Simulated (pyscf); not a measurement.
Optimised with ωB97X-D3(BJ)/def2-SVP in PySCF. MP2 and CC: frozen core, UHF for open shells. ΔMP2 is the change of the MP2 total energy from the triple- to the quadruple-zeta basis.

Question: Estimate the classical barrier height and the reaction energy of `[SH][SnH]([Cl])[Cl]` → `[Cl][Sn][Cl]` [singlet] + `[SH2]` at CCSD(T)/def2-TZVPP + ΔMP2(QZVPP). The step runs on the singlet surface, breaks S–Sn, H–Sn and forms H–S; take the reactant's lowest minimum found as zero.

Answer: ΔE‡ = 43.8 kcal/mol, ΔE = +5.5 kcal/mol. Zero-point energy shifts the barrier by -1.3 kcal/mol. It is a 1,1-elimination, with an imaginary mode of 1268i cm⁻¹. On the product side the descent ends in an adduct with a S–Sn contact (not fully relaxed), 14.3 kcal/mol under the separated species and 53.7 kcal/mol under the saddle at ωB97X-D3(BJ)/def2-TZVP. What is counted as broken (S–Sn) persists as a longer contact in the product adduct; parting that adduct is a step of its own. At ωB97X-D3(BJ) the barrier from the zero used here is 50.0 kcal/mol. One saddle was located; it need not be the lowest between these sides. The CCSD(T) − MP2 part came from Ansatz, without density fitting, on the same reference. The frozen core leaves the outer d or s,p core shells of the metals and heavy elements correlated in the MP2 and CC values, and def2-TZVPP describes them poorly, which can shift differences by a few kcal/mol. Elements past Kr carry the def2 core potentials, without spin-orbit coupling.
